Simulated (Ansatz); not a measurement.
## OH⁻ ··· CO

The pair of OH⁻ (SMILES [OH-], atoms 1–2) and CO (SMILES [C-]#[O+], atoms 3–4), both closed shells, in one local arrangement (a lower one may exist), relaxed at PBE0-D4/def2-TZVPD:

```
4
angstrom
O 0.5258 -0.1781 -0.7449
H -0.3654 0.1229 -1.0260
C 0.4643 -0.1565 0.6745
O -0.6247 0.2118 1.0963
```

Computed with Ansatz 0.2.0 (basis: def2-TZVPPD, with def2-QZVPPD for the basis limit); correlated methods freeze the cores. B3LYP uses VWN-RPA correlation. Extrapolation: Hartree–Fock as exp(−7.88 √X), correlation as X^−2.97. Interaction energies count from these two fragments, frozen as in the pair, with the counterpoise correction; negative means bound.

Question: What is the interaction energy by CCSD(T) at an estimated basis limit (MP2 extrapolated from triple and quadruple zeta, plus CCSD(T) − MP2 in triple zeta)? (Judge from chemistry; the value comes from the calculation.)

Answer: The calculation gives: -28.32 kcal/mol. Hartree–Fock alone gives -32.27 kcal/mol at the basis limit. It counts from the two fragments frozen as in the pair.

The same quantity by other methods in triple zeta, and each one's difference from that estimate:
```tsv
method	E_int (kcal/mol)	difference
PBE-D4	-36.37	-8.05
revPBE-D4	-32.24	-3.92
BLYP-D4	-29.19	-0.87
r2SCAN-D4	-37.80	-9.48
B97M-V	-36.59	-8.27
PBE0-D4	-39.85	-11.53
B3LYP-D4	-33.64	-5.32
HSE06-D4	-39.97	-11.65
wB97X-V	-34.36	-6.04
wB97M-V	-33.47	-5.15
B2PLYP	-27.52	0.80
HF	-31.83	-3.51
MP2	-21.09	7.23
CCSD	-25.67	2.65
CCSD(T)	-24.08	4.24
```
Differences are method less estimate.

Question: Which atoms make the shortest contact between the fragments?

Answer: O1 and C3, 1.42 Å apart.

Energy to bend the free fragments (PBE0-D4 minima) into their shapes in the pair, CCSD(T)/def2-TZVPPD: OH⁻ 0.12 kcal/mol; CO 8.61 kcal/mol. This must be added to the interaction energy to get the binding energy from relaxed fragments.

Basis-set superposition shift (counterpoise-corrected less uncorrected): CCSD(T) 2.62; MP2 2.76; HF 0.07; PBE0-D4 0.21; wB97M-V 0.16 kcal/mol.

No T1 diagnostic of these runs exceeds 0.027.

For scale, one of the runs: CCSD(T)/def2-TZVPPD, 134 basis functions, launched by `ansatz run in.yaml --threads 2 --pin off --events-out ev --progress --plain --max-ram 5222MiB`. Time: 9.5 s of wall clock on 2 CPU threads of an Arm Neoverse V1; the host was shared. Peak host memory: 0.74 GiB.
